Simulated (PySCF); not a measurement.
**Computed and published core binding energies of `CP(C)(C)=O`**

Measured values to reproduce (core binding energies): P 2p3/2 of P2 137.63 eV [1]; O 1s of O5 535.88 eV [1]. Sources and the comparison follow the method.

C3H9OP.
SMILES with atom numbers: `[CH3:1][P:2]([CH3:3])([CH3:4])=[O:5]`

The calculation used delta-SCF UKS SCAN, pcX-3 on the ionised atom, pcseg-2 elsewhere, spin-free X2C in PySCF 2.14.0. Vertical ΔSCF values, vacuum level as zero.

| atom | environment | level | this calculation (eV) | reference (eV) | difference (eV) | source |
| --- | --- | --- | --- | --- | --- | --- |
| P2 | phosphoryl phosphorus | P 2p3/2 | 137.49 | 137.63 | -0.14 | [1] |
| O5 | phosphoryl oxygen | O 1s | 535.76 | 535.88 | -0.12 | [1] |

[1] measured, gas; Perry, Schaaf, Jolly, LBL-3517 (X-ray photoelectron spectroscopic study of charge distributions in tetracovalent compounds of nitrogen and phosphorus, 1975) Note: scanned preprint of the 1970s; energy scale about 0.17 eV below the 1984 compilation; uncertainty about 0.05 eV.

Question: How well does this level of theory reproduce the measurements here?

Answer: Over the 2 different measured values (2 distinct lines) the mean signed difference is -0.13 eV, the mean unsigned one 0.13 eV and the largest 0.14 eV. The calculation is vertical and has no vibrational structure, and measured positions depend on the energy calibration.

Question: What does the calculation give for the levels without a reference value here?

Answer: C1/C3/C4 C 1s 290.67 eV; P2 P 1s 2151.57 eV.

The first atom of each set that the bonding makes equivalent was ionised and stands for the set. The 2p values add to the ΔSCF energy of one spin-free hole a correction within the shell (spin–orbit coupling, ligand field). 2p1/2 minus 2p3/2 (ligand field included): P 0.89 eV. Geometry: PBE0-D3(BJ)/def2-TZVP; no solvent, vibrations or thermal averaging.
